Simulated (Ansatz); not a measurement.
Two members of one family (H2Sn), computed with Ansatz in the gas phase. The two geometries come from different levels. Binding counts from free atoms in the multiplicity of their measured ground term, without zero-point energy. A dash marks a value that wasn't run or was left out as unsound. The structures are stationary points that may keep the symmetry of their start. Remarks come from the PBE and PBE0 runs and from stability tests at other levels; not every state was tested. HOMO above LUMO (over both spins in singlets and doublets, within one spin in higher multiplets; at PBE or PBE0), or a gap under 0.15 eV within one spin, warns that the state may not be the lowest or that an electron is smeared out.

First: H2S2 (singlet, charge 0, PBE0-D4/def2-TZVP geometry).

Cartesian coordinates in Å:
```
S 0.548 0.981 -0.067
S -0.067 -0.854 -0.729
H -0.632 1.433 0.398
H 0.152 -1.560 0.398
```

```
              level  HOMO (eV)  LUMO (eV)  gap (eV)  vertical IE (eV)  vertical triplet (eV)  binding per atom (eV)
    PBE-D4/def2-SVP      -6.06      -1.52      4.55                 –                      –                   2.60
   PBE-D4/def2-TZVP      -6.27      -1.90      4.36              9.74                   4.00                   2.68
r2SCAN-D4/def2-TZVP      -6.55      -1.68      4.87              9.87                   4.09                   2.63
   B97M-V/def2-TZVP      -6.62      -1.57      5.05                 –                      –                   2.67
   PBE0-D4/def2-SVP      -7.39      -0.51      6.88                 –                      –                   2.53
```

Remarks: gap within one spin near zero at PBE or PBE0 (+1 doublet), gap within one spin near zero at PBE or PBE0 (triplet).

Second: H2S3 (singlet, charge 0, r2SCAN-D4/def2-TZVP geometry).

Cartesian coordinates in Å:
```
S 1.439 0.149 -0.849
S -0.017 -1.038 -0.012
S -1.434 0.175 0.853
H 2.212 0.319 0.243
H -2.200 0.395 -0.235
```

Question: Estimate how these quantities change from the first to the second (second minus first).

Answer: 
```tsv
level	Δ HOMO (eV)	Δ LUMO (eV)	Δ gap (eV)	Δ vertical IE (eV)	Δ vertical triplet (eV)	Δ binding per atom (eV)
PBE-D4/def2-SVP	-0.06	-0.50	-0.44	–	–	0.08
PBE-D4/def2-TZVP	0.00	-0.38	-0.38	-0.42	-0.31	0.09
r2SCAN-D4/def2-TZVP	0.01	-0.45	-0.45	-0.39	-0.29	0.06
B97M-V/def2-TZVP	0.01	-0.45	-0.46	–	–	0.05
PBE0-D4/def2-SVP	-0.05	-0.60	-0.55	–	–	0.04
```

Remarks: gap within one spin near zero at PBE or PBE0 (+1 doublet), gap within one spin near zero at PBE or PBE0 (triplet).
